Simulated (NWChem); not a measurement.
Program: NWChem. System: Na, charge 0, spin multiplicity 2. Its SCF solution wasn't tested for a lower state. Level: UPBE/def2-TZVP.

The NWChem input:

```
start mol
memory heap 200 mb stack 900 mb global 1100 mb
geometry units angstroms nocenter noautoz
  Na     0.000000     0.000000     0.000000
  symmetry group D2h
end
basis spherical
  * library def2-tzvp
end
dft
  xc xpbe96 cpbe96
  odft
  mult 2
  semidirect memsize 60000000 filesize 0
  iterations 100
end
task dft energy
```

NWChem printed:

```
             Northwest Computational Chemistry Package (NWChem) 7.3.0
             --------------------------------------------------------

                                NWChem Input Module
                                -------------------

 Scaling coordinates for geometry "geometry" by  1.889725989
 (inverse scale =  0.529177249)

                             Geometry "geometry" -> ""
                             -------------------------

 Output coordinates in angstroms (scale by  1.889725989 to convert to a.u.)

  No.       Tag          Charge          X              Y              Z
 ---- ---------------- ---------- -------------- -------------- --------------
    1 Na                  11.0000     0.00000000     0.00000000     0.00000000

 Effective nuclear repulsion energy (a.u.)       0.0000000000

            Nuclear Dipole moment (a.u.)
            ----------------------------
        X                 Y               Z
 ---------------- ---------------- ----------------
     0.0000000000     0.0000000000     0.0000000000

      Symmetry information
      --------------------

 Group name             D2h
 Group number             26
 Group order               8
 No. of unique centers     1

      Symmetry unique atoms

     1


 Summary of "ao basis" -> "" (spherical)
 ------------------------------------------------------------------------------
       Tag                 Description            Shells   Functions and Types
 ---------------- ------------------------------  ------  ---------------------
 *                         def2-tzvp                  on all atoms

  pbe96 is a nonlocal functional; adding pw91lda local functional.

                                 NWChem DFT Module
                                 -----------------

 Summary of "ao basis" -> "ao basis" (spherical)
 ------------------------------------------------------------------------------
       Tag                 Description            Shells   Functions and Types
 ---------------- ------------------------------  ------  ---------------------
 Na                        def2-tzvp                12       32   5s4p3d
[...]
 Vector    9  Occ=0.000000D+00  E=-3.403793D-02  Symmetry=b3u
              MO Center= -1.3D-21, -1.1D-32,  4.1D-32, r^2= 9.5D+00
   Bfn.  Coefficient  Atom+Function         Bfn.  Coefficient  Atom+Function
  ----- ------------  ---------------      ----- ------------  ---------------
    12      0.803254  1 Na px                15      0.263495  1 Na px
     6     -0.118129  1 Na px

                     DFT Final Beta Molecular Orbital Analysis
                     -----------------------------------------

 Vector    3  Occ=1.000000D+00  E=-1.050592D+00  Symmetry=b2u
              MO Center=  7.1D-34,  1.7D-28, -1.1D-32, r^2= 2.4D-01
   Bfn.  Coefficient  Atom+Function         Bfn.  Coefficient  Atom+Function
  ----- ------------  ---------------      ----- ------------  ---------------
     7      0.860911  1 Na py                10      0.224561  1 Na py

 Vector    4  Occ=1.000000D+00  E=-1.050592D+00  Symmetry=b3u
              MO Center= -1.5D-26,  1.8D-34,  3.7D-33, r^2= 2.4D-01
   Bfn.  Coefficient  Atom+Function         Bfn.  Coefficient  Atom+Function
  ----- ------------  ---------------      ----- ------------  ---------------
     6      0.860911  1 Na px                 9      0.224561  1 Na px

 Vector    5  Occ=1.000000D+00  E=-1.050592D+00  Symmetry=b1u
              MO Center=  2.2D-34,  1.8D-34,  6.1D-32, r^2= 2.4D-01
   Bfn.  Coefficient  Atom+Function         Bfn.  Coefficient  Atom+Function
  ----- ------------  ---------------      ----- ------------  ---------------
     8      0.860911  1 Na pz                11      0.224561  1 Na pz

 Vector    6  Occ=0.000000D+00  E=-5.465593D-02  Symmetry=ag
              MO Center= -3.7D-44,  1.8D-44,  1.7D-44, r^2= 4.9D+00
   Bfn.  Coefficient  Atom+Function         Bfn.  Coefficient  Atom+Function
  ----- ------------  ---------------      ----- ------------  ---------------
     4      0.969113  1 Na s                  3     -0.248276  1 Na s
     5      0.093611  1 Na s                  2      0.080144  1 Na s
     1      0.045709  1 Na s

 Vector    7  Occ=0.000000D+00  E= 2.996490D-02  Symmetry=b2u
              MO Center=  1.8D-33,  4.0D-33,  2.3D-33, r^2= 9.3D+00
   Bfn.  Coefficient  Atom+Function         Bfn.  Coefficient  Atom+Function
  ----- ------------  ---------------      ----- ------------  ---------------
    13      0.794300  1 Na py                16      0.269143  1 Na py
     7     -0.128505  1 Na py

 Vector    8  Occ=0.000000D+00  E= 2.996490D-02  Symmetry=b3u
              MO Center= -1.1D-33, -1.4D-32, -2.4D-33, r^2= 9.3D+00
   Bfn.  Coefficient  Atom+Function         Bfn.  Coefficient  Atom+Function
  ----- ------------  ---------------      ----- ------------  ---------------
    12      0.794300  1 Na px                15      0.269143  1 Na px
     6     -0.128505  1 Na px

   alpha - beta orbital overlaps
   -----------------------------

   alpha      1      2      3      4      5      6      7      8      9     10
    beta      1      2      4      3      5      6      9      7      8     10
 overlap   1.000  1.000  1.000  1.000  1.000  0.998  1.000  1.000  1.000  0.998

   alpha     11     12     13     14     15     16     17     18     19     20
    beta     13     11     12     14     17     18     15     16     19     23
 overlap   1.000  1.000  1.000  1.000  1.000  1.000  1.000  1.000  1.000  1.000

   alpha     21     22     23     24     25     26     27     28     29     30
    beta     22     20     21     26     25     24     27     28     29     30
 overlap   1.000  1.000  1.000  1.000  1.000  1.000  1.000  1.000  1.000  1.000

   alpha     31     32
    beta     32     31
 overlap   1.000  1.000

     --------------------------
     Expectation value of S2:
     --------------------------
      <S2> =      0.7500 (Exact =     0.7500)

 Task  times  cpu:        0.3s     wall:        0.3s

 Total times  cpu:        0.4s     wall:        0.4s
```
